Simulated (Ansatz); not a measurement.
Mulliken charges of CH$_{7}$AlSi, SMILES `[CH3][AlH][SiH3]` from PBE/def2-TZVPP in Ansatz (PBE0-D4/def2-TZVP geometry).

| atom | x (Å) | y (Å) | z (Å) | charge (e) |
| --- | --- | --- | --- | --- |
| C1 | -1.428 | 0.967 | -0.792 | -0.429 |
| Al2 | 0.409 | 0.309 | -0.721 | 0.425 |
| Si3 | 1.162 | -1.107 | 1.145 | -0.038 |
| H4 | -1.909 | 0.659 | -1.727 | 0.097 |
| H5 | -2.051 | 0.624 | 0.037 | 0.103 |
| H6 | -1.438 | 2.063 | -0.790 | 0.096 |
| H7 | 1.417 | 0.709 | -1.888 | -0.120 |
| H8 | 0.335 | -2.348 | 1.241 | -0.046 |
| H9 | 1.000 | -0.395 | 2.449 | -0.046 |
| H10 | 2.587 | -1.534 | 1.050 | -0.043 |

By hand: the dipole of these point charges (1 e Å = 4.8032 D).

Σ q r = (-0.135, 0.192, -0.238) e Å, of length 0.334 e Å = 1.60 D.

How does the dipole of the full density compare? (Estimate.)

Computed: (-0.174, 0.107, -0.081) e Å, 1.06 D; the point charges give 1.51 times that, at 30° from its direction.

Point charges leave out the atoms' own dipoles, such as those of lone pairs, and Mulliken's split depends on the basis, so the two needn't agree.
